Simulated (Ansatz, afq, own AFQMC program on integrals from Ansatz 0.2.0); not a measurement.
## SiHBr, triplet: AFQMC among the cluster methods

```xyz
3

Br    0.0000    0.0000   -1.7507
H     0.0000    0.0000   -0.1147
Si    0.0000    0.0000    1.8653
```

Connectivity, by distances: BrH ··· Si.

Basis cc-pVTZ. Only valence electrons are correlated. Integrals, coupled cluster, full CI and functionals: Ansatz 0.2.0; the random walks run on the same integrals in our own AFQMC program. ph-AFQMC/CISD is guided by a CISD state made of CCSD amplitudes; releasing the constraint for a short imaginary time cuts its bias at the price of noise, slowly where states lie close. Uncertainties: one standard error, sampling alone. No spin–orbit coupling.

Determinant: UHF, the one that the program's search chose, which needn't be the lowest solution. The geometry is a point of a scan.

No full CI on the walks' own integrals is used here; CCSDT(Q) serves as the reference and is uncertain by about the last step of the cluster series.

Cautions: no relativity below Rb; no spin-orbit coupling; inner d shell frozen; lower spins were not checked; the released energies are still falling, so no released level is given (meV from the phaseless value at times in 1/Eh: 4 ± 7 at 0.24, -6 ± 5 at 0.51, -10 ± 5 at 0.99, -12 ± 5 at 1.62, -19 ± 7 at 2.40), though the last usable value meets CCSDT(Q) within the noise.

The T1 diagnostic is 0.0137 and the weight of the determinant in the CISD state is 0.855. The ⟨S²⟩ of the determinant is 2.038 and the size of the correlated space is 12 electrons in 72 orbitals.

Reference: CCSDT(Q), correlation energy -7.867 eV.

```tsv
level	E − E(reference) (kcal/mol)	share of correlation (%)
HF	181.42	0.00
MP2	30.42	83.23
CCSD	8.06	95.56
CCSD(T)	1.18	99.35
CCSDT	0.32	99.82
ph-AFQMC/HF	2.03 ± 0.59	98.88
ph-AFQMC/CISD	0.34 ± 0.12	99.81
```

A walk keeps the symmetry of its determinant, which the program's search chose and which needn't be the lowest solution, so a lower state of the same spin and another symmetry isn't excluded.
